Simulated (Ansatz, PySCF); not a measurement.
System: C2H5O, net charge 0, doublet state. It need not be the lowest isomer of its formula. SMILES: [CH2]OC
Geometry from a B3LYP-D3(BJ)/def2-TZVP (Ansatz, a program for electronic structure) optimisation:
```
O
C 1 1.3519
H 2 1.0790 1 114.02
H 2 1.0842 3 121.78 1 -153.23
C 1 1.4201 2 115.23 3 -176.73
H 5 1.0876 1 107.01 2 177.56
H 5 1.0936 6 109.69 1 -120.06
H 5 1.0948 6 109.52 7 -119.96
```
Charge 0, spin multiplicity 2.

Property: atomisation energy (electronic, to ground-state atoms), in kcal/mol. Correlated levels leave the core frozen unless marked. Open shells are spin-unrestricted. No spin-orbit coupling. Non-relativistic. The coupled-cluster limit lacks core correlation, which all-electron functionals hold. CBS marks a two-point X^-3 extrapolation of the correlation energy; Hartree-Fock from the larger set. [CCSD(T)-MP2]/basis is that difference in the basis named.

| level | program | atomisation energy (kcal/mol) |
|---|---|---|
| HF/aug-cc-pVDZ | Ansatz | 496.8 |
| HF/cc-pVDZ | Ansatz | 494.3 |
| RI-HF/cc-pVQZ | Ansatz | 506.2 |
| BP86-D4/def2-TZVPD | PySCF + dftd4 | 721.8 |
| MN15/def2-TZVPD | PySCF | 696.9 |
| B2GP-PLYP-D4/def2-TZVPD | Ansatz + dftd4 | 685.4 |
| B2GP-PLYP/def2-TZVPD | Ansatz | 684.6 |
| MP2/6-31G | Ansatz | 581.9 |
| RI-MP2/aug-cc-pVTZ | Ansatz | 688.4 |
| RI-MP2/CBS(cc-pVTZ,cc-pVQZ)+[CCSD(T)-MP2]/cc-pVTZ | Ansatz | 694.5 |
